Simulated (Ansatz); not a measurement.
# AlF₂ (quartet): wB97M-V, B2PLYP over vertical spin and charge gaps, def2-QZVPP

Aim: run AlF₂ (quartet) with these functionals over vertical spin and charge gaps, and hold them against the top wave-function level at the same points.

Method: def2-QZVPP, all electrons in the functionals, frozen cores in the correlation of double hybrids and RPA; program: Ansatz 0.2.0, Gaussian basis.

To be run: wB97M-V, B2PLYP, at charge 0, quartet; charge 0, doublet; charge 0, sextet; charge 1, triplet; charge 1, quintet.

**1. The system**

The geometry is a PBE0/def2-TZVP stationary point (not a proven minimum).

3 atoms, charge 0, spin multiplicity 4.

Atoms are counted from 1 here; the program's logs count them from 0.

Bond lengths: Al1–F2 1.811 Å, Al1–F3 1.811 Å. Angles: F2–Al1–F3 65.9°.

No dispersion term is added; wB97M-V holds VV10 nonlocal correlation.

The geometry shown and the zero of energy belong to the point charge 0, quartet. The yardstick, UCCSD(T), and other wave-function levels (R restricted, U unrestricted, valence and pair active spaces) come from earlier runs.

**2. wB97M-V, charge 0, quartet**

Contents of in.yaml:

```yaml
crystal:
  periodic: [false, false, false]
  atoms:
    - {symbol: Al, position_ang: [0.000000, -0.888930, -0.000475]}
    - {symbol: F, position_ang: [0.000000, 0.631755, -0.984846]}
    - {symbol: F, position_ang: [0.000000, 0.630704, 0.985520]}
basis:
  gaussian: {orbitals: "def2-QZVPP.json"}
magnetization: {spin_polarized: true, initial_magnetization: 3}
hamiltonian: {xc: {name: wB97M-V}}
output: {orbitals: {seedname: orbitals}}
```

Run with:

```sh
$ ansatz run in.yaml --threads 1 --pin off --events-out ev --progress --plain --max-ram 2393MiB
```

Output, cut to the lines that bear on the results:

```text
Functional definition: wB97M-V
  name "wB97M-V"
  cite "Mardirossian & Head-Gordon, J. Chem. Phys. 144, 214110 (2016) doi:10.1063/1.4952647"
  cite "Becke, J. Chem. Phys. 107, 8554 (1997) doi:10.1063/1.475007"
  cite "Vydrov & Van Voorhis, J. Chem. Phys. 133, 244103 (2010) doi:10.1063/1.3521275"
  # Of w^i u^j: cxij and so on, Table III.
[...]
  gx(w, u) = 1 - cx + cx01*u + cx10*w
  gss(w, u) = css00 + css04*u^4 + css10*w + css20*w^2 + css43*w^4*u^3
  gos(w, u) = cos00 + cos10*w + (cos20 + cos21*u)*w^2 + (cos60 + cos61*u)*w^6
[...]
      + integral(e_c_pw_mod_opposite_spin*gos(b97_w_opposite, b97_u_opposite)) + vv10(b, c)
732 factors; their error is unknown
144 factors; integrals over basis functions are off by at most 1.1e-4 eV
[...]
mean field -12027.58241612 eV, -442.0055012041 hartree, gradient 3.6e-5 eV, S^2 3.756648; 2 other end points of the search recorded, 0 dependent functions left out
reference -12027.58246220 eV, -442.0055028978 hartree; 17, 14 occupied and 167, 170 virtual orbitals, 732 factors
Total energy: -12027.58246220 eV, -442.0055028978 hartree
```

Wall time 17 s (1 thread of Intel Xeon Platinum 8375C at 2.90GHz, shared host); peak memory 0.49 GiB.

From the report: ⟨S²⟩ of the determinant 3.757 (pure quartet: 3.75).

**3. wB97M-V, charge 0, doublet**

Edit in.yaml of step 2 so:

```diff
@@ -8,3 +8,3 @@
   gaussian: {orbitals: "def2-QZVPP.json"}
-magnetization: {spin_polarized: true, initial_magnetization: 3}
+magnetization: {spin_polarized: true, initial_magnetization: 1}
 hamiltonian: {xc: {name: wB97M-V}}
```

The command is unchanged.

Output, cut to the lines that bear on the results:

```text
Functional definition: wB97M-V
  name "wB97M-V"
  cite "Mardirossian & Head-Gordon, J. Chem. Phys. 144, 214110 (2016) doi:10.1063/1.4952647"
  cite "Becke, J. Chem. Phys. 107, 8554 (1997) doi:10.1063/1.475007"
  cite "Vydrov & Van Voorhis, J. Chem. Phys. 133, 244103 (2010) doi:10.1063/1.3521275"
  # Of w^i u^j: cxij and so on, Table III.
[...]
  gx(w, u) = 1 - cx + cx01*u + cx10*w
  gss(w, u) = css00 + css04*u^4 + css10*w + css20*w^2 + css43*w^4*u^3
  gos(w, u) = cos00 + cos10*w + (cos20 + cos21*u)*w^2 + (cos60 + cos61*u)*w^6
[...]
      + integral(e_c_pw_mod_opposite_spin*gos(b97_w_opposite, b97_u_opposite)) + vv10(b, c)
732 factors; their error is unknown
144 factors; integrals over basis functions are off by at most 1.1e-4 eV
[...]
mean field -12032.28015503 eV, -442.1781399251 hartree, gradient 6.2e-5 eV, S^2 0.751994; 1 other end points of the search recorded, 0 dependent functions left out
reference -12032.28020400 eV, -442.1781417246 hartree; 16, 15 occupied and 168, 169 virtual orbitals, 732 factors
Total energy: -12032.28020400 eV, -442.1781417246 hartree
```

Wall time 12 s (1 thread of Intel Xeon Platinum 8375C at 2.90GHz, shared host); peak memory 0.48 GiB.

From the report: ⟨S²⟩ of the determinant 0.752 (pure doublet: 0.75).

From charge 0, quartet: -453.3 kJ/mol.

**4. wB97M-V, charge 0, sextet**

Edit in.yaml of step 3 so:

```diff
@@ -8,3 +8,3 @@
   gaussian: {orbitals: "def2-QZVPP.json"}
-magnetization: {spin_polarized: true, initial_magnetization: 1}
+magnetization: {spin_polarized: true, initial_magnetization: 5}
 hamiltonian: {xc: {name: wB97M-V}}
```

Same command.

Output, cut to the lines that bear on the results:

```text
Functional definition: wB97M-V
  name "wB97M-V"
  cite "Mardirossian & Head-Gordon, J. Chem. Phys. 144, 214110 (2016) doi:10.1063/1.4952647"
  cite "Becke, J. Chem. Phys. 107, 8554 (1997) doi:10.1063/1.475007"
  cite "Vydrov & Van Voorhis, J. Chem. Phys. 133, 244103 (2010) doi:10.1063/1.3521275"
  # Of w^i u^j: cxij and so on, Table III.
[...]
  gx(w, u) = 1 - cx + cx01*u + cx10*w
  gss(w, u) = css00 + css04*u^4 + css10*w + css20*w^2 + css43*w^4*u^3
  gos(w, u) = cos00 + cos10*w + (cos20 + cos21*u)*w^2 + (cos60 + cos61*u)*w^6
[...]
      + integral(e_c_pw_mod_opposite_spin*gos(b97_w_opposite, b97_u_opposite)) + vv10(b, c)
732 factors; their error is unknown
144 factors; integrals over basis functions are off by at most 1.1e-4 eV
[...]
mean field -12017.63689637 eV, -441.6400100948 hartree, gradient 1.8e-6 eV, S^2 8.755263; 7 other end points of the search recorded, 0 dependent functions left out
reference -12017.63693671 eV, -441.6400115771 hartree; 18, 13 occupied and 166, 171 virtual orbitals, 732 factors
Total energy: -12017.63693671 eV, -441.6400115771 hartree
```

It took 68 s on 1 thread of Intel Xeon Platinum 8375C at 2.90GHz, shared host; peak memory 0.65 GiB.

From the report: ⟨S²⟩ of the determinant 8.755 (pure sextet: 8.75).

From charge 0, quartet: +959.6 kJ/mol.

**5. wB97M-V, charge 1, triplet**

Edit in.yaml of step 4 so:

```diff
@@ -8,3 +8,4 @@
   gaussian: {orbitals: "def2-QZVPP.json"}
-magnetization: {spin_polarized: true, initial_magnetization: 5}
+total_charge: 1
+magnetization: {spin_polarized: true, initial_magnetization: 2}
 hamiltonian: {xc: {name: wB97M-V}}
```

Launched as before.

Output, cut to the lines that bear on the results:

```text
Functional definition: wB97M-V
  name "wB97M-V"
  cite "Mardirossian & Head-Gordon, J. Chem. Phys. 144, 214110 (2016) doi:10.1063/1.4952647"
  cite "Becke, J. Chem. Phys. 107, 8554 (1997) doi:10.1063/1.475007"
  cite "Vydrov & Van Voorhis, J. Chem. Phys. 133, 244103 (2010) doi:10.1063/1.3521275"
  # Of w^i u^j: cxij and so on, Table III.
[...]
  gx(w, u) = 1 - cx + cx01*u + cx10*w
  gss(w, u) = css00 + css04*u^4 + css10*w + css20*w^2 + css43*w^4*u^3
  gos(w, u) = cos00 + cos10*w + (cos20 + cos21*u)*w^2 + (cos60 + cos61*u)*w^6
[...]
      + integral(e_c_pw_mod_opposite_spin*gos(b97_w_opposite, b97_u_opposite)) + vv10(b, c)
732 factors; their error is unknown
144 factors; integrals over basis functions are off by at most 1.1e-4 eV
[...]
mean field -12021.63060633 eV, -441.7867762286 hartree, gradient 3.0e-5 eV, S^2 2.007755; 1 other end points of the search recorded, 0 dependent functions left out
reference -12021.63064462 eV, -441.7867776359 hartree; 16, 14 occupied and 168, 170 virtual orbitals, 732 factors
Total energy: -12021.63064462 eV, -441.7867776359 hartree
```

Run time: 12 s. Hardware: 1 thread of Intel Xeon Platinum 8375C at 2.90GHz, shared host; peak memory 0.48 GiB.

From the report: ⟨S²⟩ of the determinant 2.008 (pure triplet: 2.00).

From charge 0, quartet: +574.3 kJ/mol.

**6. wB97M-V, charge 1, quintet**

Edit in.yaml of step 5 so:

```diff
@@ -9,3 +9,3 @@
 total_charge: 1
-magnetization: {spin_polarized: true, initial_magnetization: 2}
+magnetization: {spin_polarized: true, initial_magnetization: 4}
 hamiltonian: {xc: {name: wB97M-V}}
```

Launched as before.

Output, cut to the lines that bear on the results:

```text
Functional definition: wB97M-V
  name "wB97M-V"
  cite "Mardirossian & Head-Gordon, J. Chem. Phys. 144, 214110 (2016) doi:10.1063/1.4952647"
  cite "Becke, J. Chem. Phys. 107, 8554 (1997) doi:10.1063/1.475007"
  cite "Vydrov & Van Voorhis, J. Chem. Phys. 133, 244103 (2010) doi:10.1063/1.3521275"
  # Of w^i u^j: cxij and so on, Table III.
[...]
  gx(w, u) = 1 - cx + cx01*u + cx10*w
  gss(w, u) = css00 + css04*u^4 + css10*w + css20*w^2 + css43*w^4*u^3
  gos(w, u) = cos00 + cos10*w + (cos20 + cos21*u)*w^2 + (cos60 + cos61*u)*w^6
[...]
      + integral(e_c_pw_mod_opposite_spin*gos(b97_w_opposite, b97_u_opposite)) + vv10(b, c)
732 factors; their error is unknown
144 factors; integrals over basis functions are off by at most 1.1e-4 eV
[...]
mean field -12012.65932745 eV, -441.4570878108 hartree, gradient 2.6e-6 eV, S^2 6.005427; 6 other end points of the search recorded, 0 dependent functions left out
reference -12012.65937643 eV, -441.4570896108 hartree; 17, 13 occupied and 167, 171 virtual orbitals, 732 factors
Total energy: -12012.65937643 eV, -441.4570896108 hartree
```

It took 61 s on 1 thread of Intel Xeon Platinum 8375C at 2.90GHz, shared host; peak memory 0.65 GiB.

From the report: ⟨S²⟩ of the determinant 6.005 (pure quintet: 6.00).

From charge 0, quartet: +1439.9 kJ/mol.

**7. B2PLYP, charge 0, quartet**

Contents of in.yaml:

```yaml
crystal:
  periodic: [false, false, false]
  atoms:
    - {symbol: Al, position_ang: [0.000000, -0.888930, -0.000475]}
    - {symbol: F, position_ang: [0.000000, 0.631755, -0.984846]}
    - {symbol: F, position_ang: [0.000000, 0.630704, 0.985520]}
basis:
  gaussian: {orbitals: "def2-QZVPP.json"}
magnetization: {spin_polarized: true, initial_magnetization: 3}
hamiltonian: {xc: {name: B2PLYP}}
correlation: {electrons: outside_noble_gas}
```

The command is unchanged.

Output, cut to the lines that bear on the results:

```text
Functional definition: B2PLYP
  name "B2PLYP"
  cite "Grimme, J. Chem. Phys. 124, 034108 (2006) doi:10.1063/1.2148954"
  cite "Becke, Phys. Rev. A 38, 3098 (1988) doi:10.1103/PhysRevA.38.3098"
  cite "Lee, Yang & Parr, Phys. Rev. B 37, 785 (1988) doi:10.1103/PhysRevB.37.785"
[...]
1130 factors; integrals over basis functions are off by at most 6.6e-4 eV
[...]
mean field -12018.90746112 eV, -441.6867024879 hartree, gradient 8.5e-6 eV, S^2 3.765370; 2 other end points of the search recorded, 0 dependent functions left out
7 core orbitals not correlated: weight in the atoms' cores, before any rotation towards them, 1.000 or more for the frozen orbitals, at most 0.000 for the correlated occupied ones
reference -12018.90759655 eV, -441.6867074650 hartree; 10, 7 occupied and 167, 170 virtual orbitals, 1130 factors
second order -18.82744853 eV of doubles, -0.00000000 eV of singles
Total energy: -12023.99100765 eV, -441.8735193773 hartree
```

Wall time 9.5 s (1 thread of Intel Xeon Platinum 8375C at 2.90GHz, shared host); peak memory 0.42 GiB.

From the report: ⟨S²⟩ of the determinant 3.765 (pure quartet: 3.75).

**8. B2PLYP, charge 0, doublet**

Edit in.yaml of step 7 so:

```diff
@@ -8,3 +8,3 @@
   gaussian: {orbitals: "def2-QZVPP.json"}
-magnetization: {spin_polarized: true, initial_magnetization: 3}
+magnetization: {spin_polarized: true, initial_magnetization: 1}
 hamiltonian: {xc: {name: B2PLYP}}
```

Launched as before.

Output, cut to the lines that bear on the results:

```text
Functional definition: B2PLYP
  name "B2PLYP"
  cite "Grimme, J. Chem. Phys. 124, 034108 (2006) doi:10.1063/1.2148954"
  cite "Becke, Phys. Rev. A 38, 3098 (1988) doi:10.1103/PhysRevA.38.3098"
  cite "Lee, Yang & Parr, Phys. Rev. B 37, 785 (1988) doi:10.1103/PhysRevB.37.785"
[...]
1130 factors; integrals over basis functions are off by at most 6.6e-4 eV
[...]
mean field -12023.07758994 eV, -441.8399518955 hartree, gradient 4.2e-6 eV, S^2 0.752619; 1 other end points of the search recorded, 0 dependent functions left out
7 core orbitals not correlated: weight in the atoms' cores, before any rotation towards them, 1.000 or more for the frozen orbitals, at most 0.000 for the correlated occupied ones
reference -12023.07771933 eV, -441.8399566506 hartree; 9, 8 occupied and 168, 169 virtual orbitals, 1130 factors
second order -20.27495790 eV of doubles, -0.00000000 eV of singles
Total energy: -12028.55195796 eV, -442.0411312098 hartree
```

Run time: 14 s. Hardware: 1 thread of Intel Xeon Platinum 8375C at 2.90GHz, shared host; peak memory 0.55 GiB.

From the report: ⟨S²⟩ of the determinant 0.753 (pure doublet: 0.75).

From charge 0, quartet: -440.1 kJ/mol.

**9. B2PLYP, charge 0, sextet**

Edit in.yaml of step 8 so:

```diff
@@ -8,3 +8,3 @@
   gaussian: {orbitals: "def2-QZVPP.json"}
-magnetization: {spin_polarized: true, initial_magnetization: 1}
+magnetization: {spin_polarized: true, initial_magnetization: 5}
 hamiltonian: {xc: {name: B2PLYP}}
```

Launched as before.

Output, cut to the lines that bear on the results:

```text
Functional definition: B2PLYP
  name "B2PLYP"
  cite "Grimme, J. Chem. Phys. 124, 034108 (2006) doi:10.1063/1.2148954"
  cite "Becke, Phys. Rev. A 38, 3098 (1988) doi:10.1103/PhysRevA.38.3098"
  cite "Lee, Yang & Parr, Phys. Rev. B 37, 785 (1988) doi:10.1103/PhysRevB.37.785"
[...]
1130 factors; integrals over basis functions are off by at most 6.6e-4 eV
[...]
mean field -12009.91804250 eV, -441.3563474471 hartree, gradient 1.9e-6 eV, S^2 8.757301; 8 other end points of the search recorded, 0 dependent functions left out
7 core orbitals not correlated: weight in the atoms' cores, before any rotation towards them, 1.000 or more for the frozen orbitals, at most 0.000 for the correlated occupied ones
reference -12009.91818135 eV, -441.3563525495 hartree; 11, 6 occupied and 166, 171 virtual orbitals, 1130 factors
second order -14.94775163 eV of doubles, -0.00000000 eV of singles
Total energy: -12013.95407429 eV, -441.5046688795 hartree
```

Wall time 35 s (1 thread of Intel Xeon Platinum 8375C at 2.90GHz, shared host); peak memory 0.5 GiB.

From the report: ⟨S²⟩ of the determinant 8.757 (pure sextet: 8.75).

From charge 0, quartet: +968.4 kJ/mol.

**10. B2PLYP, charge 1, triplet**

Edit in.yaml of step 9 so:

```diff
@@ -8,3 +8,4 @@
   gaussian: {orbitals: "def2-QZVPP.json"}
-magnetization: {spin_polarized: true, initial_magnetization: 5}
+total_charge: 1
+magnetization: {spin_polarized: true, initial_magnetization: 2}
 hamiltonian: {xc: {name: B2PLYP}}
```

The command is unchanged.

Output, cut to the lines that bear on the results:

```text
Functional definition: B2PLYP
  name "B2PLYP"
  cite "Grimme, J. Chem. Phys. 124, 034108 (2006) doi:10.1063/1.2148954"
  cite "Becke, Phys. Rev. A 38, 3098 (1988) doi:10.1103/PhysRevA.38.3098"
  cite "Lee, Yang & Parr, Phys. Rev. B 37, 785 (1988) doi:10.1103/PhysRevB.37.785"
[...]
1130 factors; integrals over basis functions are off by at most 6.6e-4 eV
[...]
mean field -12012.72977456 eV, -441.4596766942 hartree, gradient 2.0e-6 eV, S^2 2.016265; 2 other end points of the search recorded, 0 dependent functions left out
7 core orbitals not correlated: weight in the atoms' cores, before any rotation towards them, 1.000 or more for the frozen orbitals, at most 0.000 for the correlated occupied ones
reference -12012.72989255 eV, -441.4596810306 hartree; 9, 7 occupied and 168, 170 virtual orbitals, 1130 factors
second order -18.85354988 eV of doubles, -0.00000000 eV of singles
Total energy: -12017.82035102 eV, -441.6467519288 hartree
```

Wall time 9.5 s (1 thread of Intel Xeon Platinum 8375C at 2.90GHz, shared host); peak memory 0.42 GiB.

From the report: ⟨S²⟩ of the determinant 2.016 (pure triplet: 2.00).

From charge 0, quartet: +595.4 kJ/mol.

**11. B2PLYP, charge 1, quintet**

Edit in.yaml of step 10 so:

```diff
@@ -9,3 +9,3 @@
 total_charge: 1
-magnetization: {spin_polarized: true, initial_magnetization: 2}
+magnetization: {spin_polarized: true, initial_magnetization: 4}
 hamiltonian: {xc: {name: B2PLYP}}
```

The command is unchanged.

Output, cut to the lines that bear on the results:

```text
Functional definition: B2PLYP
  name "B2PLYP"
  cite "Grimme, J. Chem. Phys. 124, 034108 (2006) doi:10.1063/1.2148954"
  cite "Becke, Phys. Rev. A 38, 3098 (1988) doi:10.1103/PhysRevA.38.3098"
  cite "Lee, Yang & Parr, Phys. Rev. B 37, 785 (1988) doi:10.1103/PhysRevB.37.785"
[...]
1130 factors; integrals over basis functions are off by at most 6.6e-4 eV
[...]
mean field -12005.00618519 eV, -441.1758400202 hartree, gradient 2.3e-6 eV, S^2 6.007284; 9 other end points of the search recorded, 0 dependent functions left out
7 core orbitals not correlated: weight in the atoms' cores, before any rotation towards them, 1.000 or more for the frozen orbitals, at most 0.000 for the correlated occupied ones
reference -12005.00632151 eV, -441.1758450300 hartree; 10, 6 occupied and 167, 171 virtual orbitals, 1130 factors
second order -14.59434936 eV of doubles, -0.00000000 eV of singles
Total energy: -12008.94679584 eV, -441.3206547906 hartree
```

Wall time 35 s (1 thread of Intel Xeon Platinum 8375C at 2.90GHz, shared host); peak memory 0.51 GiB.

From the report: ⟨S²⟩ of the determinant 6.007 (pure quintet: 6.00).

From charge 0, quartet: +1451.5 kJ/mol.

**12. The comparison**

No level is safe as a reference over these points; UCCSD(T) serves as a yardstick only. It comes from earlier runs at the same points. Energies in kJ/mol, counted from charge 0, quartet; blanks weren't run or aren't comparable.

```csv
level,quartet to doublet,quartet to sextet,ionisation to the triplet cation,ionisation to the quintet cation
UCCSD(T),-448.3,929.2,605.5,1428.6
wB97M-V,-453.3,959.6,574.3,1439.9
B2PLYP,-440.1,968.4,595.4,1451.5
```

Largest miss and mean time a point (UCCSD(T) took 3.3 min a point; shared hosts):

```csv
level,largest miss (kJ/mol),where,time a point
wB97M-V,-31.2,ionisation to the triplet cation,34 s
B2PLYP,+39.2,quartet to sextet,21 s
```

**13. Summary of results**

| quantity | value |
| --- | --- |
| quartet to doublet, UCCSD(T) | -448.3 kJ/mol |
| quartet to sextet, UCCSD(T) | 929.2 kJ/mol |
| ionisation to the triplet cation, UCCSD(T) | 605.5 kJ/mol |
| ionisation to the quintet cation, UCCSD(T) | 1428.6 kJ/mol |
| largest miss, wB97M-V | -31.2 kJ/mol (ionisation to the triplet cation) |
| largest miss, B2PLYP | +39.2 kJ/mol (quartet to sextet) |

**Reading.** Of the functionals, wB97M-V keep the smallest largest miss at the points compared (at most 31.2 kJ/mol) and B2PLYP strays most (39.2 kJ/mol, at quartet to sextet). Functionals and the yardstick converge differently with the basis, so part of each miss in def2-QZVPP is the basis. The yardstick itself may be off where one determinant is a poor start. The program flags that the yardstick's amplitudes may have other solutions at some points.
